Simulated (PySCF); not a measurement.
C₄H₄O, SMILES c1ccoc1 (PBE/def2-SVP optimised geometry):

```
9

C     -0.717    -0.630     0.000
C      0.720    -0.630     0.000
C      1.097     0.692     0.000
O      0.000     1.501     0.000
C     -1.097     0.691     0.000
H     -1.383    -1.501     0.000
H      1.386    -1.500     0.000
H      2.067     1.201     0.000
H     -2.067     1.199     0.000
```

Calculation: PBE/def2-TZVP in PySCF.

Problem. What are the frontier orbital energies and the dipole moment?

Solution. HOMO-2 -8.88 eV, HOMO-1 -6.82 eV, HOMO -5.59 eV, LUMO -0.81 eV, LUMO+1 0.56 eV; dipole moment 0.52 D.

On the same geometry PBE0/def2-TZVP run with PySCF gives HOMO-2 -10.57 eV, HOMO-1 -8.05 eV, HOMO -6.61 eV, LUMO 0.15 eV, LUMO+1 1.65 eV; dipole moment 0.59 D.

Meta-Löwdin charges at PBE/def2-TZVP: C1 -0.19, C2 -0.19, C3 0.02, O4 -0.20, C5 0.02, H6 0.13, H7 0.13, H8 0.14, H9 0.14.
